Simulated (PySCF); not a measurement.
Species: C₃H₅F₃.
SMILES with atom numbers: `[CH3:1][CH2:2][C:3]([F:4])([F:5])[F:6]`

Structure used (GFN2-xTB), in Å, numbered top down from 1:
```xyz
11
C3H5F3 angstrom
C      1.282   -0.242   -0.118
C      0.046    0.646   -0.031
C     -1.209   -0.188    0.122
F     -1.400   -1.027   -0.907
F     -2.313    0.574    0.199
F     -1.194   -0.944    1.231
H      2.171    0.374   -0.224
H      1.212   -0.906   -0.976
H      1.380   -0.845    0.782
H     -0.071    1.247   -0.935
H      0.101    1.313    0.831
```

Lines to be assigned: C 1s: 291.27 (area 1), 291.84 (area 1), 298.16 (area 1) eV; F 1s: 693.86 eV.

Computed, not measured: delta-SCF UKS SCAN, pcX-2 on the ionised atom, pcseg-1 elsewhere, spin-free X2C in PySCF. Geometry: GFN2-xTB; no solvent, vibrations or thermal averaging.

(1) Order the carbon atoms by C 1s binding energy.

## Answers

(1) 291.27 eV: C1 (methyl carbon); 291.84 eV: C2 (chain CH2 carbon); 298.16 eV: C3 (CF3 carbon). The listed C 1s values span 6.89 eV, from C1 (bonded to C and 3 H) to C3 (bonded to 3 F and C). The widest gap between neighbouring values is 6.32 eV, between 291.84 and 298.16 eV. Summing the Pauling electronegativity differences to the bonded atoms, each weighted by its formal bond order, gives -1.05 for the lowest site and +4.29 for the highest; no listed site has a larger sum than the highest.

Bonded neighbours of each site: C1: C and 3 H; C2: 2 C and 2 H; C3: 3 F and C; F4/F5/F6: C.

Task: Which effective nuclear charge Zeff reproduces each element's mean 1s value in the hydrogen-like formula E = 13.606 eV × Zeff²?

Result: C (Z = 6): mean 293.8 eV, Zeff = 4.65, Z − Zeff = 1.35; F (Z = 9): mean 693.9 eV, Zeff = 7.14, Z − Zeff = 1.86. Means run over the listed sites, weighted by atom count.

Topologically equivalent atoms share the value of their first member; where this conformer doesn't relate them by symmetry, their own values could differ.
